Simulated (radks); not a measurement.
# P⁴⁺ in [Ne] 3s1: an all-electron calculation

The task here is to estimate one member of a computed series from the others.

The numbers are computed with radks (a radial shooting solver on a logarithmic mesh, Libxc functionals) version 1 (non-relativistic Kohn-Sham, LDA (Slater exchange, Perdew-Wang correlation), spin-polarised, spherical densities, point nucleus; open shells are filled with parallel spins first), except any that are marked as measured or tabulated.

### Starting point

```
element       : phosphorus (Z = 15)
charge        : +4
electrons     : 11
configuration : [Ne] 3s1
```

The outer shells:

P⁴⁺
```
[Ne] core
3s [↑ ]
```

Set-up of the first run:

Settings of this run:

```text
Z 15
configuration [Ne] 3s1
relativity non-relativistic
functional lda,pw
spin polarised
nucleus point
```

Launch:

```sh
python run_ks.py task.json out
```

All runs below come from this command, one after another.

One table of the session follows, with a row left open; its other results are not shown here.

It belongs to the step «Shells». From the orbitals of this run (lengths in bohr):

```
  level     <r>  outermost maximum (interpolated)  90 % within  nodes
  1s up  0.1043                            0.0682        0.186      0
1s down  0.1043                            0.0682        0.186      0
  2s up  0.5213                             0.421        0.819      1
2s down  0.5206                             0.421        0.817      1
  2p up  0.4826                             0.353        0.806      0
2p down  0.4815                             0.353        0.804      0
  3s up   1.594                              1.43         2.34      2
3s down       ?                                 ?            ?      ?
```

**Question.** Estimate the row for 3s down.

The run gave: <r>: 1.603; outermost maximum (interpolated): 1.42; 90 % within: 2.37; nodes: 2. In the column «<r>» it is the highest.
